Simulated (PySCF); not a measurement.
pyridine (C₅H₅N), SMILES c1ncccc1. Geometry: ωB97X-D3(BJ)/def2-SVP.

These are ωB97X-D3(BJ)/def2-SVP in PySCF values and carry that method's errors.

Harmonic wavenumbers (cm⁻¹): 393, 428, 614, 675, 727, 778, 916, 983, 1026, 1035, 1049, 1068, 1093, 1104, 1159, 1249, 1304, 1380, 1495, 1535, 1690, 1692, 3184, 3187, 3215, 3232, 3239. Rotational constants (GHz): 6.029, 5.814, 2.960; symmetry number 2.

Question: Work out the zero-point energy and the ideal-gas rigid-rotor harmonic-oscillator thermochemistry at 298.15 K and 1 atm.

Answer: ZPE = ½ Σ hcν = ½ × 39449 cm⁻¹ = 235.95 kJ/mol. H − E(el) = 249.53 kJ/mol. Entropy in J/(mol K): translation 163.26, rotation 101.10, vibration 16.54, total 280.90. G − E(el) = 165.78 kJ/mol. Cp = 74.64 J/(mol K).
